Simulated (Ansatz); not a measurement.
## Elastic constant C11 of some elemental metals

Method: LDA in Ansatz (PAW). References are measured values corrected to a static lattice or taken at low temperature (these still hold zero-point motion). The table is a random draw of 14 from 19 solids with such references.

Values in GPa.

```
solid   reference   LDA  error (%)
------  ---------  ----  ---------
hcp Be        299   341      +14.0
fcc Pt        358   381       +6.4
bcc Fe        243   363        +49
fcc Ni        261   351        +34
bcc Ta        266   301      +13.2
bcc W         533   569       +6.8
fcc Al        114   115       +0.9
fcc Ag        131   169        +29
hcp Y        83.4  75.2       -9.8
bcc Mo        478   509       +6.5
fcc Au        202   216       +6.9
hcp Mg       63.5  70.7      +11.3
hcp Zn        177   242        +37
fcc Pd        234   271      +15.8
```

Over these 14 solids the mean error is +15.8 %, the mean absolute error 17.2 % (median 12.2 %), and the worst case bcc Fe at +49 %; the value is above the reference in 13 of 14 cases. Over all 19 the mean error is +15.8 % and the mean absolute error 17.8 % (median 11.3 %).

All these references are low-temperature values that still hold zero-point motion.

Spin–orbit coupling is left out, also for the solids with elements from indium on (fcc Pt, bcc Ta, bcc W, fcc Au); its size isn't shown.

Differences are worked out from the printed values.

Each level is taken at its own relaxed cell. Caveats: shear constants of such metals converge slowly with the k mesh (bcc Ta, bcc W, bcc Mo). Ansatz's density-functional and Hartree–Fock values are scalar-relativistic unless marked +SOC, with PAW data made under PBE.

Ansatz's runs of these crystals have no spin polarisation, but for bcc Fe, fcc Ni.

Density-functional runs with spin start from parallel moments for bcc Fe, parallel moments for fcc Ni.

Not in this set, of the elemental metals with a reference value in our tables and a result at some level: 17 for a reference at room or unstated temperature (hcp Cd, hcp Co, bcc Cs, body-centred tetragonal In, fcc Ir and 12 more); 2 for a doubt noted on the run at LDA (bcc Nb, bcc V). These can be a level's worst cases. Values held back for tests aren't counted. Layered and molecular crystals are counted apart. The metals Ce to Yb are counted apart.

References as tabulated in Li et al. (2021), arXiv:2102.01972; Wang et al. (2022), arXiv:2209.12322; Malica and Corso (2021), arXiv:2109.00459; Elastic Constants of Single Crystal Beryllium, J. Appl. Phys., doi … and others.

Ansatz is an electronic-structure program.
